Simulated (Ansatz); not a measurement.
Swapping H for CH3 on C: the atomisation energy

On one C centre, n of the H ligands are replaced by CH3. The atomisation energy (no zero-point term) y in kJ/mol at CCSD(T)/CBS estimate. Shapes, held fixed at every level: PBE0-D4/def2-TZVP. Programs: Ansatz 0.2.0.

```
molecule  n  y (kJ/mol)
     CH4  0        1759
    C2H6  1        2982
    C3H8  2        4213
   C4H10  3           ?
   C5H12  4        6693
```

Question: Fit y = c + s·n to the known rows and predict C4H10.

Answer: 
1. Means of the 4 rows: n = 1.75000, y = 3911.8.
2. Σ(Δn)² = 8.75, Σ(Δn·Δy) = 10798, so the slope is 10798/8.75 = 1234.1.
3. Intercept: 3911.8 − (1234.1) × 1.75000 = 1752.1. The largest residual of the fit is 7.3.
4. C4H10: 1752.1 + (1234.1) × 3 = 5454 kJ/mol.

The run gave 5451 kJ/mol, so the prediction is off by +3 kJ/mol, within the scatter of the fit. The steps per swap are +1223, +1231, +1238, +1242 kJ/mol. The slope is the difference between a C–CH3 and a C–H bond with the ligands’ own bonds. Other levels give for C4H10: PBE0-D4/def2-TZVPP 5478; wB97X-V/def2-TZVPP 5454; B2PLYP/def2-TZVPP 5405 kJ/mol. The CBS estimate extrapolates MP2 from def2-TZVPP and def2-QZVPP and adds CCSD(T) − MP2 in the triple-zeta set, cores frozen.
